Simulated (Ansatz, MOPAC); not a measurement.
Species: C$_{3}$H$_{7}$O, net charge 0, doublet state. SMILES: CC(C)[O]

Atoms: O1, C2, H3, C4, C5, H6, H7, H8, H9, H10, H11. Bonds: O1-C2, C2-H3, C2-C4, C2-C5, C4-H6, C4-H8, C4-H10, C5-H7, C5-H9, C5-H11.

Bond lengths (Å) and angles (degrees) optimised at PM6 with MOPAC; MNDO with MOPAC; HF/3-21G with Ansatz (a program for electronic structure); B3LYP/LANL2DZ with Ansatz, each started from the B3LYP-D3(BJ)/def2-TZVP structure (Ansatz) of the last column. A row stands for all coordinates that are equal there; 9 of 16 kinds are shown. No wavenumbers were computed at MNDO, B3LYP/LANL2DZ, so these may be saddle points.

```csv
coordinate,PM6,MNDO,HF/3-21G,B3LYP/LANL2DZ,B3LYP-D3(BJ)/def2-TZVP
O1-C2,1.360,1.364,1.452,1.436,1.368
C2-H3,1.148,1.135,1.086,1.112,1.113
C2-C4,1.531,1.554,1.530,1.543,1.532
C4-H6,1.097,1.108,1.084,1.097,1.092
C4-H8,1.097,1.108,1.082,1.096,1.089
C4-H10,1.094,1.108,1.083,1.098,1.091
O1-C2-C4,112.6,112.0,109.8,111.6,112.8
C4-C2-C5,113.1,113.3,113.1,114.0,113.6
O1-C2-H3,98.8,105.5,103.9,102.1,101.4
```

Mean signed difference of all 10 bond lengths from B3LYP-D3(BJ)/def2-TZVP: PM6 0.005 Å, MNDO 0.017 Å, HF/3-21G 0.001 Å, B3LYP/LANL2DZ 0.012 Å.
